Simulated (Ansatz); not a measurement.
`CCCCF` → `CCC(C)F`  (isomerisation)

Gas-phase electronic energies from Ansatz, PBE0-D4/def2-TZVP geometries. CCSD(T)/CBS adds triple-zeta CCSD(T) − MP2 to the extrapolated MP2 energy (def2 sets, frozen cores). DFT in def2-TZVPP. One conformer a species, not always the lowest.

`CCCCF`:

Z-matrix (Å, degrees):
```
C
C 1 1.518
H 1 1.092 2 111.5
H 1 1.094 2 111.3 3 120.2
H 1 1.094 2 111.1 3 -120.0
C 2 1.520 1 112.7 3 -179.9
H 2 1.094 1 109.9 3 58.3
H 2 1.096 1 109.8 3 -58.2
C 6 1.506 2 113.6 1 -179.1
H 6 1.097 2 110.0 1 60.1
H 6 1.096 2 110.1 1 -56.9
F 9 1.387 6 110.4 2 63.3
H 9 1.095 6 111.3 2 -55.7
H 9 1.094 6 111.5 2 -177.5
```

`CCC(C)F`:

```xyz
14

C    -0.240   -1.566   -1.124
C     0.464   -0.387   -0.475
C    -0.432    0.411    0.444
C     0.249    1.595    1.082
F    -0.888   -0.430    1.462
H     0.441   -2.123   -1.771
H    -0.626   -2.252   -0.368
H    -1.083   -1.233   -1.736
H     0.849    0.294   -1.242
H     1.329   -0.729    0.104
H    -1.329    0.735   -0.100
H     0.560    2.311    0.317
H     1.134    1.273    1.635
H    -0.428    2.101    1.772
```

(1) Is it downhill or uphill in electronic energy at CCSD(T)/CBS, and by how much? (Best estimate.)

(2) What do these levels give: PBE-D4, revPBE-D4, ωB97M-V, BLYP, SCS-MP2/def2-TZVPP, CCSD/CBS(def2)? (Estimate.)

(3) What do rigid-rotor, harmonic-oscillator terms from PBE0-D4/def2-TZVP frequencies (298.15 K, 1 bar) make of the CCSD(T)/CBS value? (An estimate is asked.)

Largest T1 diagnostic among the species: 0.010.

Answers

(1) The calculation gave: Downhill: ΔE = -18.9 kJ/mol.

(2) Ansatz gave: PBE-D4 -18.2, revPBE-D4 -17.7, ωB97M-V -19.6, BLYP -17.0, SCS-MP2/def2-TZVPP -17.0, CCSD/CBS(def2) -18.4 kJ/mol.

(3) The calculation gave: ΔZPE = -2.1 kJ/mol, ΔH = -20.8 kJ/mol, ΔS = -3 J/(mol·K), ΔG = -20.0 kJ/mol.

Leaving LDA and LC-ωPBE aside and taking each functional with its dispersion term where it has one, the values, not all of them listed here, spread over 3.3 kJ/mol, from B97M-V to revPBE-D4. LDA lies −4.0 kJ/mol from PBE without D4.
